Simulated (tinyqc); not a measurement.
Inside a calculation (part 2 of 2). Method: ROHF in the sto-3g basis, for CH2, spin multiplicity 3. Computed by tinyqc, a small Python program that keeps every step (integrals from PySCF). Command: `OMP_NUM_THREADS=1 python tinyqc.py 28745 28746 out.jsonl` (the two numbers bound the seeds that draw the settings). One thread of a shared host (Intel(R) Xeon(R) Processor @ 2.60GHz), about 0.1 s of CPU time with the checks.

Geometry (angstrom):
```
atom         x          y         z
C     0.000000   0.000000  0.000000
H     0.000000   1.166000  0.521000
H     0.000000  -1.166000  0.521000
```

## Iteration 2: diagonalisation and new density

effective F (hartree), lower triangle:
```
             1C 1s      1C 2s     1C 2px     1C 2py     1C 2pz      2H 1s      3H 1s
1C 1s   -10.268778
1C 2s    -2.800099  -1.120695
1C 2px   -0.005217   0.036691   0.314903
1C 2py    0.001447  -0.021386   0.017958  -0.005077
1C 2pz   -0.002575  -0.084857  -0.002746  -0.004390   0.307364
2H 1s    -0.463839  -0.456251   0.034159  -0.260177  -0.085118  -0.207304
3H 1s    -0.466825  -0.440909   0.023300   0.301749  -0.067520  -0.071734  -0.192927
```

X, lower triangle:
```
            1C 1s      1C 2s    1C 2px     1C 2py     1C 2pz      2H 1s     3H 1s
1C 1s    1.026404
1C 2s   -0.146127   1.176361
1C 2px   0.000000   0.000000  1.000000
1C 2py   0.000000   0.000000  0.000000   1.133082
1C 2pz  -0.006845   0.061849  0.000000   0.000000   1.025148
2H 1s    0.022536  -0.244105  0.000000  -0.235090  -0.099651   1.153510
3H 1s    0.022536  -0.244105  0.000000   0.235090  -0.099651  -0.023206  1.153510
```

Diagonalise F' = X^T F X, C = X C', fill 5 alpha and 3 beta electrons from the bottom; D(s) = C_occ C_occ^T. Each column has its largest component positive (the first on a tie).

F' = X^T F X (hartree), lower triangle:
```
            1          2          3          4          5          6         7
1  -10.039689
2   -1.523739  -0.397511
3   -0.009403   0.029729   0.314903
4    0.005120  -0.036775   0.017795   0.278659
5   -0.011790   0.002782  -0.006236  -0.007172   0.345472
6   -0.033220  -0.312201   0.025840  -0.335131  -0.114598   0.074669
7   -0.036603  -0.310127   0.021506   0.402472  -0.098606  -0.041167  0.108136
```

orbital energies (hartree): MO1 -10.276074, MO2 -0.508513, MO3 -0.322127, MO4 0.245481, MO5 0.316656, MO6 0.487604, MO7 0.741611

coefficients C:
```
              MO1        MO2        MO3        MO4        MO5        MO6        MO7
1C 1s    0.992269  -0.221003  -0.004452  -0.147165  -0.030918  -0.137373   0.031241
1C 2s    0.031682   0.708280  -0.001336   0.680504   0.130341   0.720768  -0.161026
1C 2px   0.000413  -0.054262   0.017375  -0.058693   0.994098  -0.064033   0.031270
1C 2py   0.000055   0.020740  -0.494328   0.070998  -0.009688   0.150063   1.059229
1C 2pz   0.002355   0.069069  -0.012854  -0.659865   0.018459   0.792650  -0.075249
2H 1s   -0.006337   0.327372  -0.419730  -0.483433  -0.035674  -0.781471  -0.572149
3H 1s   -0.006030   0.264968   0.520858  -0.353453  -0.075440  -0.516946   0.846774
```

D(alpha) after iteration 2, lower triangle:
```
            1C 1s      1C 2s     1C 2px     1C 2py    1C 2pz     2H 1s     3H 1s
1C 1s    1.056074
1C 2s   -0.229265   0.982741
1C 2px  -0.009773   0.051188   0.994922
1C 2py  -0.012477   0.062403  -0.023513   0.249925
1C 2pz   0.083667  -0.397623   0.053109  -0.039241  0.440704
2H 1s   -0.004522  -0.101397  -0.032149   0.180296  0.346334  0.518366
3H 1s   -0.012513  -0.063574  -0.059580  -0.276343  0.243430  0.041724  0.472158
```

D(beta) after iteration 2, lower triangle:
```
            1C 1s      1C 2s     1C 2px     1C 2py    1C 2pz      2H 1s     3H 1s
1C 1s    1.033461
1C 2s   -0.125089   0.502666
1C 2px   0.012325  -0.038443   0.003246
1C 2py  -0.002328   0.015352  -0.009715   0.244790
1C 2pz  -0.012871   0.049012  -0.003970   0.007787  0.004941
2H 1s   -0.076770   0.232231  -0.025059   0.214273  0.027992   0.283386
3H 1s   -0.066861   0.186785  -0.005330  -0.251980  0.011592  -0.131838  0.341538
```

## Iteration 11 (converged): orbitals

converged F (hartree), lower triangle:
```
             1C 1s      1C 2s    1C 2px     1C 2py     1C 2pz      2H 1s      3H 1s
1C 1s   -10.954665
1C 2s    -2.945659  -1.305276
1C 2px    0.000000   0.000000  0.019007
1C 2py    0.000000   0.000000  0.000000  -0.148667
1C 2pz   -0.016139  -0.114773  0.000000   0.000000  -0.018937
2H 1s    -0.492126  -0.544315  0.000000  -0.345780  -0.195541  -0.338895
3H 1s    -0.492126  -0.544315  0.000000   0.345780  -0.195541  -0.105546  -0.338895
```

As before.

F' = X^T F X (hartree), lower triangle:
```
            1          2         3          4          5          6         7
1  -10.723756
2   -1.565359  -0.530124
3    0.000000   0.000000  0.019007
4    0.000000   0.000000  0.000000   0.151767
5   -0.024640   0.013520  0.000000   0.000000   0.045912
6   -0.036914  -0.359698  0.000000  -0.395101  -0.195570   0.000347
7   -0.036914  -0.359698  0.000000   0.395101  -0.195570  -0.042730  0.000347
```

orbital energies (hartree): MO1 -10.960263, MO2 -0.713580, MO3 -0.463973, MO4 -0.048907, MO5 0.019007, MO6 0.472400, MO7 0.658816

coefficients C:
```
              MO1        MO2        MO3        MO4       MO5        MO6        MO7
1C 1s    0.993468  -0.209953   0.000000   0.136449  0.000000  -0.161999   0.000000
1C 2s    0.026844   0.673800   0.000000  -0.591534  0.000000   0.850611   0.000000
1C 2px   0.000000   0.000000   0.000000   0.000000  1.000000   0.000000   0.000000
1C 2py   0.000000   0.000000   0.515237   0.000000  0.000000   0.000000   1.062516
1C 2pz   0.003176   0.176309   0.000000   0.800126  0.000000   0.635110   0.000000
2H 1s   -0.004939   0.304256   0.458196   0.238988  0.000000  -0.747735  -0.733250
3H 1s   -0.004939   0.304256  -0.458196   0.238988  0.000000  -0.747735   0.733250
```

D(alpha) after iteration 11, lower triangle:
```
            1C 1s      1C 2s    1C 2px     1C 2py    1C 2pz      2H 1s     3H 1s
1C 1s    1.049678
1C 2s   -0.195512   0.804639
1C 2px   0.000000   0.000000  1.000000
1C 2py   0.000000   0.000000  0.000000   0.265469
1C 2pz   0.075315  -0.354419  0.000000   0.000000  0.671296
2H 1s   -0.036176   0.063506  0.000000   0.236079  0.244848   0.359655
3H 1s   -0.036176   0.063506  0.000000  -0.236079  0.244848  -0.060232  0.359655
```

D(beta) after iteration 11, lower triangle:
```
            1C 1s     1C 2s    1C 2px     1C 2py    1C 2pz      2H 1s     3H 1s
1C 1s    1.031059
1C 2s   -0.114798  0.454727
1C 2px   0.000000  0.000000  0.000000
1C 2py   0.000000  0.000000  0.000000   0.265469
1C 2pz  -0.033861  0.118882  0.000000   0.000000  0.031095
2H 1s   -0.068786  0.204875  0.000000   0.236079  0.053627   0.302540
3H 1s   -0.068786  0.204875  0.000000  -0.236079  0.053627  -0.117347  0.302540
```

## Convergence

Stop when the energy changes by less than 1e-09 hartree and every element of the error matrix X^T (F D S - S D F) X is below 9e-06.

Course of the cycle:
```
iteration   E (hartree)     change  largest element of the error matrix
1          -20.59310572          -                             6.60e+00
2          -37.74222015  -1.71e+01                             5.35e-01
3          -38.34567600  -6.03e-01                             9.01e-02
4          -38.37851739  -3.28e-02                             2.28e-02
5          -38.38183319  -3.32e-03                             4.71e-03
6          -38.38199271  -1.60e-04                             1.39e-03
7          -38.38200332  -1.06e-05                             3.38e-04
8          -38.38200380  -4.81e-07                             8.61e-05
9          -38.38200383  -3.06e-08                             1.41e-05
10         -38.38200383  -1.24e-09                             5.70e-07
11         -38.38200383  -1.99e-12                             7.54e-08
```

PySCF ROHF in the same basis = -38.38200383 hartree

Converged in 11 iterations.

## Populations, bond orders and dipole

overlap S, lower triangle:
```
           1C 1s     1C 2s    1C 2px     1C 2py    1C 2pz     2H 1s     3H 1s
1C 1s   1.000000
1C 2s   0.248362  1.000000
1C 2px  0.000000  0.000000  1.000000
1C 2py  0.000000  0.000000  0.000000   1.000000
1C 2pz  0.000000  0.000000  0.000000   0.000000  1.000000
2H 1s   0.040375  0.388975  0.000000   0.363170  0.162274  1.000000
3H 1s   0.040375  0.388975  0.000000  -0.363170  0.162274  0.067407  1.000000
```

Mulliken: Z minus the diagonal of D S on the atom; Loewdin: the same with S^(1/2) D S^(1/2); Mayer order: 2 sum_s sum (D(s) S)_ij (D(s) S)_ji over the two atoms.

Charges (e):
```
atom   Mulliken    Loewdin  Mulliken spin
1C    -0.059423  -0.029208       1.923354
2H     0.029711   0.014604       0.038323
3H     0.029711   0.014604       0.038323
```

Mayer bond orders:
```
pair     order
2-1   0.971898
3-1   0.971898
3-2   0.025750
```

dipole moment about the origin, x y z (debye): 0.000000  0.000000  0.246446
